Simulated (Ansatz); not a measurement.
Candidates: spinel Na2WO4, Tl2O (R-3m, No. 166), ZnWO4 (P2/c, No. 13), cuprite Ag2O, BiOCl (P4/nmm, No. 129), MgV2O6 (C2/m, No. 12). Level: PBEsol (Ansatz, a first-principles code, plane waves, PAW).

Spin–orbit coupling is left out, also for the solids with elements from indium on (spinel Na2WO4, Tl2O, ZnWO4, BiOCl); its size isn't shown.

The solid named is at each level's own relaxed cell; a reference phase can be a single point on another level's cell. Ansatz's density-functional and Hartree–Fock values are scalar-relativistic unless marked +SOC, with PAW data made under PBE.

Task: Order them by their enthalpy of formation at this level, smallest first.

Result: MgV2O6 (C2/m, No. 12) (-2.494 eV/atom), spinel Na2WO4 (-2.172 eV/atom), ZnWO4 (P2/c, No. 13) (-1.989 eV/atom), BiOCl (P4/nmm, No. 129) (-1.342 eV/atom), Tl2O (R-3m, No. 166) (-0.560 eV/atom), cuprite Ag2O (-0.041 eV/atom)
